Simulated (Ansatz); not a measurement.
**BiOCl (P4/nmm, No. 129)**

These are PBE0 in Ansatz (plane waves, PAW) values and carry that method's errors.

Settings: plane-wave cutoff 460 eV, 6×6×4 k mesh (along the axes of the cell as run), Fermi–Dirac smearing 0.01 eV, scalar-relativistic PAW data made under PBE.

Cell (measured lattice):

```yaml
crystal:
  lattice:
    - [3.88551, 0.00000, 0.00000]
    - [0.00000, 3.88551, 0.00000]
    - [0.00000, 0.00000, 7.34890]
  atoms:
    - { symbol: Bi, position: [0.50000, 0.00000, 0.32904] }
    - { symbol: Bi, position: [0.00000, 0.50000, 0.67096] }
    - { symbol: Cl, position: [0.00000, 0.50000, 0.14720] }
    - { symbol: Cl, position: [0.50000, 0.00000, 0.85280] }
    - { symbol: O, position: [0.00000, 0.00000, 0.50000] }
    - { symbol: O, position: [0.50000, 0.50000, 0.50000] }
```

For BiOCl (P4/nmm, No. 129), the band gap is 4.28 eV and the smallest direct gap on the k points sampled comes out as 4.83 eV. The direct gap at Γ is 5.70 eV.

Note: cell and atoms aren't relaxed at this level (largest force component 0.25 eV/Å, pressure 0.4 GPa).

Spin–orbit coupling is not included; with these elements it can move the gap by several tenths of an eV or more.

Static lattice: no zero-point or thermal effects.

Cost on a shared machine: about 7 core-minutes (a rough figure).

Ansatz is a first-principles code.
